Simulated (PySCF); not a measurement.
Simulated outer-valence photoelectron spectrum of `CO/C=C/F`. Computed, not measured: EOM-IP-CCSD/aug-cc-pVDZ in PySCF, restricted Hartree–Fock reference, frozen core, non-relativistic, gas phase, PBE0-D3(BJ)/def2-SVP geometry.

Each root has a Gaussian of 0.5 eV full width with its one-hole share as area; cross sections and vibrations are left out, and the highest printed point is 100.

```tsv
ionisation energy (eV)	intensity
8.4	2
8.6	13
8.8	40
9.0	51
9.2	26
9.4	6
9.6	0
9.8	0
10.0	0
10.2	0
10.4	0
10.6	0
10.8	0
11.0	0
11.2	0
11.4	0
11.6	0
11.8	3
12.0	20
12.2	61
12.4	91
12.6	69
12.8	26
13.0	4
13.2	0
13.4	1
13.6	10
13.8	35
14.0	52
14.2	35
14.4	29
14.6	48
14.8	45
15.0	17
15.2	3
15.4	2
15.6	16
15.8	50
16.0	84
16.2	100
16.4	90
16.6	49
16.8	14
17.0	2
```

Task: Where are the maxima, and how many lines lie under the curve?

Result: 5 maxima, at 9.0, 12.4, 14.0, 14.7 and 16.2 eV, from 8 lines. At this width some lines have no maximum of their own.

Task: List the lines with their holes.

Result: 
```csv
E (eV),leading hole (HF orbital),area,Koopmans (eV)
8.95,HOMO,0.96,9.47
12.31,HOMO-2,0.95,13.85
12.53,HOMO-1,0.95,13.83
13.99,HOMO-3,0.95,15.30
14.69,HOMO-4,0.95,16.55
15.93,HOMO-6,0.94,18.03
16.22,HOMO-5,0.95,18.02
16.45,HOMO-7,0.93,18.82
```

The widest gap, 3.36 eV, lies between 8.95 and 12.31 eV. Only orbitals with −ε under 21 eV, eight at most, were ionised, so the high end of the curve may lack lines.

The values belong to the conformer `[CH3:1][O:2]/[CH:3]=[CH:4]/[F:5]`: C1–O2–C3–C4 0°.
